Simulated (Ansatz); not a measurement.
The same path of H6OSi2 (9 atoms, charge 0, multiplicity 1) was run twice with different band settings. Lost on the way: Si1–H7. Made: O2–H7.

The calculation used Ansatz, RHF/def2-SVP.

Relaxed end points:

```xyz
9
Properties=species:S:1:pos:R:3
Si 0.381 0.045 -0.219
O -0.074 -0.232 1.328
Si -0.589 -0.488 2.859
H -1.565 -1.601 2.883
H 0.562 -0.831 3.724
H -1.237 0.736 3.383
H 1.851 -0.073 -0.337
H -0.030 1.407 -0.629
H -0.259 -0.943 -1.116
```

```xyz
9
Properties=species:S:1:pos:R:3
Si 0.209 0.163 -0.795
O 0.728 -0.286 1.184
Si -0.317 -0.461 2.519
H -1.206 -1.606 2.276
H 0.554 -0.712 3.686
H -1.066 0.793 2.669
H 1.650 -0.490 1.273
H -0.530 1.388 -0.294
H -0.981 -0.769 -0.642
```

Common settings: movable images 9; climbing image yes; optimiser quadratic models (default); start path through a guess of the saddle point; force threshold 0.05 eV/Å; iteration limit 60; end points relaxed.

| run | spring |
| --- | --- |
| 1 | 5.0 eV/Å² |
| 2 | 0.5 eV/Å² |

(1) What does each run give, and how far can it be trusted?

Answers

(1) Run 1: converged after 15 iterations, highest image 4.355 eV above the first end. Neighbouring images differ by up to 1.8 eV, so the band resolves the path poorly. A vibrational analysis at the climbing image gives 2 clearly imaginary modes (2106i, 59i cm⁻¹): a point of higher order. A lower path may pass nearby, or the ends, which weren't checked, may share the extra mode.
Run 2: converged after 23 iterations, highest image 4.355 eV above the first end. Neighbouring images differ by up to 1.8 eV, so the band resolves the path poorly. Another band between the same ends (9 images) ends at a top of the same energy, where a vibrational analysis finds 2 clearly imaginary modes.
The orbitals stay closed-shell, which can raise the energy where a bond breaks towards radicals; this wasn't checked here.
